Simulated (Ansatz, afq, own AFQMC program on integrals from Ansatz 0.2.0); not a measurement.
## Where AFQMC and coupled cluster stand for B, doublet

A free B atom.

Basis aug-cc-pVDZ. Only valence electrons are correlated. Integrals, coupled cluster, full CI and functionals: Ansatz 0.2.0; the random walks run on the same integrals in our own AFQMC program. The CISD trial takes its coefficients from CCSD amplitudes. Released means that phaseless walkers are propagated on without the constraint, phases kept. Free projection: walkers drawn from exp(T), propagated without any constraint. Its projection time is finite, and what remains of the start isn't in its error. ± is one standard error of the sampling.

Determinant: UHF, the one that the program's search chose, which needn't be the lowest solution.

Full CI on the same integrals is exact in this basis and with this determinant's frozen core.

The T1 diagnostic is 0.0137. The weight of the determinant in the CISD state is 0.931 and the ⟨S²⟩ of the determinant is 0.761. The size of the correlated space is 3 electrons in 22 orbitals.

```tsv
level	correlation energy (eV)
MP2	-1.0087
CCSD	-1.6223
CCSD(T)	-1.6470
```

**Question.** Estimate where phaseless AFQMC with the Hartree–Fock trial lies against CCSD(T) on the same integrals.

**Answer.** 11.3 ± 0.8 kJ/mol above CCSD(T).

Reference: full CI, correlation energy -1.658 eV. The released energy is read at 1.50 1/Eh (meV from the phaseless value at times in 1/Eh: -0.7 ± 0.7 at 0.24, -1.1 ± 0.5 at 0.50, -1.6 ± 0.4 at 1.00, -2.4 ± 0.4 at 1.50).

```csv
level,E − E(reference) (kJ/mol),share of correlation (%)
CCSD(T),1.1,99.34
ph-AFQMC/HF,12.3 ± 0.8,92.28
ph-AFQMC/CISD,0.4 ± 0.06,99.76
released AFQMC,0.1 ± 0.04,99.91
free AFQMC,0.0 ± 0.02,100.01
```

Free projections are given only where their last times agree within the noise and don't stop above the reference; a slow remainder of the start can still hide under it. A walk keeps the symmetry of its determinant, which the program's search chose and which needn't be the lowest solution, so a lower state of the same spin and another symmetry isn't excluded. Released energies are given only where the last usable release times agree within the noise; a slower fall can still hide under it.
